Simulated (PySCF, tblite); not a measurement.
# C4H12N2: infrared bands and NMR shifts

Wanted: the infrared bands and NMR shifts of C4H12N2 (`CCNN(C)C`), by calculation.

The runs use tblite 0.8.0 and PySCF 2.14.0, with density-fitted response routines of our own; the level of theory stands in each step. All values are computed, except where a source is named. Atoms are numbered from 0 throughout.

## Step 1: The starting structure

18 atoms, charge 0, multiplicity 1; geometry from: GFN2-xTB.

Bonds of the start (Å): C0–C1 1.52, C1–N2 1.45, N2–N3 1.41, N3–C4 1.45, N3–C5 1.45, C0–H6 1.09, C0–H7 1.09, C0–H8 1.09, C1–H9 1.10, C1–H10 1.09, N2–H11 1.03, C4–H12 1.09, C4–H13 1.09, C4–H14 1.10, C5–H15 1.09, C5–H16 1.10, C5–H17 1.09.

## Step 2: Infrared spectrum with GFN2-xTB

What the job is given:

```
{"job": {"kind": "ir", "xc": "GFN2-xTB", "basis": "xTB"}, "charge": 0, "multiplicity": 1}
C      2.610554    -0.261001     0.521535
C      1.381966     0.453391    -0.025606
N      0.222852    -0.406294     0.107698
N     -0.910789     0.077945    -0.583209
C     -1.676004     1.054394     0.169573
C     -1.730484    -1.043154    -0.996702
H      3.498510     0.345930     0.365589
H      2.739431    -1.214825     0.017511
H      2.500187    -0.446998     1.588295
H      1.265857     1.424602     0.486436
H      1.501917     0.648738    -1.093886
H      0.018401    -0.585746     1.096246
H     -2.489632     1.421276    -0.452867
H     -1.033123     1.894996     0.427707
H     -2.100958     0.633172     1.096393
H     -1.095958    -1.748848    -1.527026
H     -2.204134    -1.559607    -0.147881
H     -2.507351    -0.681655    -1.668128
```

**Question.** This job is followed by: GIAO PBE0/pcSseg-1 NMR shielding, non-relativistic, gas phase. What will the session give for the following? strongest single infrared mode (GFN2-xTB); zero-point energy (GFN2-xTB); 13C shifts against TMS (PBE0/pcSseg-1, means over atoms taken as alike); 1H shifts against TMS (PBE0/pcSseg-1, means over atoms taken as alike); 15N shifts against NH3 (PBE0/pcSseg-1).

**Answer**, as computed:

| quantity | value |
| --- | --- |
| strongest single infrared mode (GFN2-xTB) | 2859 cm⁻¹, 116 km/mol |
| zero-point energy (GFN2-xTB) | 101.2 kcal/mol |
| 13C shifts against TMS (PBE0/pcSseg-1, means over atoms taken as alike) | 48.4, 47.7, 16.2 ppm |
| 1H shifts against TMS (PBE0/pcSseg-1, means over atoms taken as alike) | 2.99, 2.40, 1.10, 0.84 ppm |
| 15N shifts against NH3 (PBE0/pcSseg-1) | 131.6, 91.5 ppm |

All 48 modes are real, so the xTB geometry is a minimum. The strongest single mode, at 2859 cm⁻¹, moves mainly H16. GFN2-xTB is a fitted tight-binding method: band positions and strengths are rough. Its intensities can rank the bands wrongly. The most deshielded carbon is C4, C5 (mean) (methyl carbon bonded to N), at 48.4 ppm: deshielded by the electronegative neighbour. The most deshielded hydrogen is H9, H10 (mean) (hydrogen on an sp3 CH2 bonded to N), at 2.99 ppm: its carbon carries N, hence the downfield position.
